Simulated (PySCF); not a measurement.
Which basis set comes closest?

Molecule: SMILES C(N)(F)(F)F, CH2F3N.

Numbering as in the mapped SMILES `[NH2:1][C:2]([F:3])([F:4])[F:5]` (H(Xn): hydrogen on atom n).

Geometry PBE0-D3(BJ)/def2-SVP throughout; GIAO in PySCF 2.14.0 with density-fitted response routines, gas phase, one conformer, non-relativistic; equivalent atoms averaged; functional PBE0.

Reference values (measured; G. Saielli, R. Bini, A. Bagno, Computational 19F NMR. 2. Organic compounds, RSC Adv. 2014, ESI (exp. from Berger-Braun-Kalinowski 1994 and Everett 1995)): δ(F3/F4/F5) = -48.9 ppm vs CFCl3. Computed shifts are taken against CFCl3, calculated as an isolated molecule at each level.

How do the basis sets STO-3G, 6-31G, pcSseg-0, 6-31G*, def2-SVP, cc-pVDZ, pcSseg-1, aug-cc-pVDZ, 6-311+G(2d,p), def2-TZVP, cc-pVTZ, IGLO-III, pcSseg-2 perform against the reference? Times are CPU seconds on shared hosts with different chips, so compare them loosely.

## Answers


| basis set | functions | F3/F4/F5 | abs. error F | core-s |
| --- | --- | --- | --- | --- |
| STO-3G | 27 | -91.4 | 42.5 | 1.4 |
| 6-31G | 49 | -80.4 | 31.5 | 2.8 |
| pcSseg-0 | 49 | -78.4 | 29.5 | 2.5 |
| 6-31G* | 74 | -72.3 | 23.4 | 3.7 |
| def2-SVP | 80 | -57.4 | 8.5 | 3.8 |
| cc-pVDZ | 80 | -70.2 | 21.3 | 3.9 |
| pcSseg-1 | 95 | -71.2 | 22.3 | 7.3 |
| aug-cc-pVDZ | 133 | -61.6 | 12.7 | 6.9 |
| 6-311+G(2d,p) | 147 | -67.2 | 18.3 | 7.6 |
| def2-TZVP | 167 | -64.5 | 15.6 | 9.2 |
| cc-pVTZ | 178 | -65.3 | 16.4 | 10 |
| IGLO-III | 195 | -65.0 | 16.1 | 12 |
| pcSseg-2 | 208 | -66.0 | 17.1 | 13 |

For 19F the closest is def2-SVP (8.5 ppm) and the furthest STO-3G (42.5 ppm). Where a smaller basis beats a larger one, errors probably cancel; the largest sets show where the functional converges. One molecule is a small sample, and vibrational and solvent effects are absent from the calculation.

A small basis that lands close on one nucleus may do so by chance; judge by the trend and by all nuclei.
